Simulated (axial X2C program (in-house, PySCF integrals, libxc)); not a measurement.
**Which molecule has these constants?**

All values come from calculations with an in-house all-electron X2C program for linear molecules (integrals from PySCF), spin-free (one-electron X2C) or two-component (2c: spin–orbit coupling with atomic mean-field Coulomb and Gaunt terms, which also bring small scalar terms), in Dyall basis sets with cores contracted in-house; open shells are unrestricted.

A two-component PBE0 calculation in a Dyall 3-zeta basis gave Re = 1.241 Å, ωe = 2325.7 cm⁻¹, De = 3.49 eV, dipole magnitude 1.56 D, Ω = 0.

Problem. Which molecule is it?
A. OH
B. LiH
C. NH
D. BH
E. CH

Solution. D. The others have OH 0.971 Å and 3761.8 cm⁻¹ (Ω = 3/2); LiH 1.597 Å and 1409.0 cm⁻¹ (Ω = 0); NH 1.038 Å and 3312.8 cm⁻¹ (Ω = 1); CH 1.125 Å and 2846.6 cm⁻¹ (Ω = 1/2).

Each entry is the lowest single determinant of a limited PBE0 search at one distance. De goes to single-determinant-based atoms at the same level (for ions the charge split of lowest energy) and is withheld (n/a) where an atom does not fit its ground term or J level. Main or longest-lived isotopes. One determinant is a doubtful description, or other states lie close, for NH, CH; these need not be ground states, and all values refer to the states named. Some open-shell Ω = 0 determinants are out of reach, so the Ω given for NH need not be the lowest component. With several unpaired electrons the Ω given is that of one determinant, not necessarily of the lowest component. Some light 2c atoms are not at their ground J level, so De misses part of their lowering (0.04 eV or less). The functionals have no current term, which raises determinants with orbital currents.
